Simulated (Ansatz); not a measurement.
```yaml
crystal:
  periodic: [false, false, false]
  atoms:
    - {symbol: Ge, position_ang: [0.000000, 0.000000, 0.000000]}
    - {symbol: F, position_ang: [0.000000, 0.000000, 1.646100]}
basis:
  gaussian: {orbitals: def2-TZVPD}
total_charge: -1
hamiltonian: {xc: pbe0}
relax: {f_tol: 0.004, max_steps: 80}
```

```sh
$ ansatz run in.yaml --threads 1 --pin off --events-out ev --progress --plain --max-ram 2176MiB
```

Steps of the relaxation (energy above the last step; positions in Å, forces in eV/Å):

```
2
step 1, 448.9 meV
Ge    0.000    0.000    0.000    0.000    0.000   -5.400
F     0.000    0.000    1.646    0.000    0.000    5.400
```

```
2
step 2, 157.7 meV
Ge    0.000    0.000   -0.036    0.000    0.000   -2.763
F     0.000    0.000    1.683    0.000    0.000    2.763
```

```
2
step 3, 13.9 meV
Ge    0.000    0.000   -0.080    0.000    0.000   -0.692
F     0.000    0.000    1.726    0.000    0.000    0.692
```

```
2
step 6, 0.0 meV
Ge    0.000    0.000   -0.101    0.000    0.000    0.000
F     0.000    0.000    1.747    0.000    0.000    0.000
```

Close pairs at the end: Ge1–F2 1.848 Å.

A stationary point of restricted PBE0 after 6 steps (its stability towards spin polarisation wasn't tested). 14 s on 1 thread of Arm Neoverse V1, shared host.
